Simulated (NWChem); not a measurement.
# Correlation energy of dimethyl sulfide (C2H6S)

```xyz
9

C     -1.3791     0.0000     0.5069
S      0.0000     0.0000    -0.6547
C      1.3791     0.0000     0.5069
H     -1.3742     0.8990     1.1429
H     -2.3023     0.0000    -0.0896
H     -1.3742    -0.8990     1.1429
H      1.3742     0.8990     1.1429
H      2.3023     0.0000    -0.0896
H      1.3742    -0.8990     1.1429
```
Charge 0, spin multiplicity 1.

The numbers come from NWChem runs, not from measurements. The geometry was optimised at PBE0/def2-SVP, a minimum by its harmonic frequencies.

Basis set: cc-pVDZ. Each correlation energy counts from its own Hartree-Fock reference.

The correlated methods keep 7 core orbitals frozen. Coupled-cluster values serve here as a point of comparison, not as the truth.

Order these methods by the correlation energy they give, lowest first: RI-MP2, SCS-MP2, CR-CCSD[T], CCSD, CCSD+T(CCSD).

CCSD+T(CCSD) (-491.1 mHa), CR-CCSD[T] (-487.8 mHa), CCSD (-477.4 mHa), SCS-MP2 (-431.9 mHa), RI-MP2 (-430.3 mHa)
